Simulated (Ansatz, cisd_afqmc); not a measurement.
System: CN, charge 1, singlet. A triplet may lie lower; no result for it is given here. CN+ (parent SMILES [C]#N, singlet).
B3LYP-D3(BJ)/def2-TZVP minimum from Ansatz (an electronic-structure program):
```xyz
2

C      0.0000     0.0000    -0.6312
N      0.0000     0.0000     0.5411
```
Charge +1, spin multiplicity 1.

Total energies in cc-pVDZ, 8 correlated electrons, 2 frozen orbitals. Open shells are spin-unrestricted; no spin-orbit coupling. Cores are frozen in correlated methods. No relativity. The Monte Carlo rows (phaseless AFQMC, CISD trial, step 0.005/hartree) carry one-sigma bars that omit the constraint's bias. Outlying blocks are dropped, and bars are widened where a walk drifts. Over all cases where full CI ran beside it in this data, AFQMC minus full CI had a median of +0.1 mEh and passed +0.4 mEh in a tenth of the cases. The T1 diagnostic of CN+ (parent SMILES [C]#N, singlet) reaches 0.073 in the sets run. The restricted determinant of CN+ (parent SMILES [C]#N, singlet) is unstable towards broken spin symmetry in at least one set run.

| method | program | energy (Eh) | error against FCI (mEh) |
|---|---|---|---|
| HF | Ansatz | -91.61995 | 376.83 |
| MP2 | Ansatz | -91.96779 | 28.99 |
| CCSD | Ansatz | -91.96384 | 32.94 |
| CCSD(T) | Ansatz | -91.99833 | -1.55 |
| CCSDT(Q) | Ansatz | -91.99805 | -1.28 |
| CCSDTQ | Ansatz | -91.99613 | 0.65 |
| AFQMC/CISD | cisd_afqmc | -91.9868 ± 0.0004 | 10.0 ± 0.4 |
| FCI | Ansatz | -91.99678 | 0.00 |

Rough core times of Ansatz's runs on a shared machine: CCSD(T) under 20 s, CCSDT(Q) under 20 s, CCSDTQ 30 s, FCI 8 min.
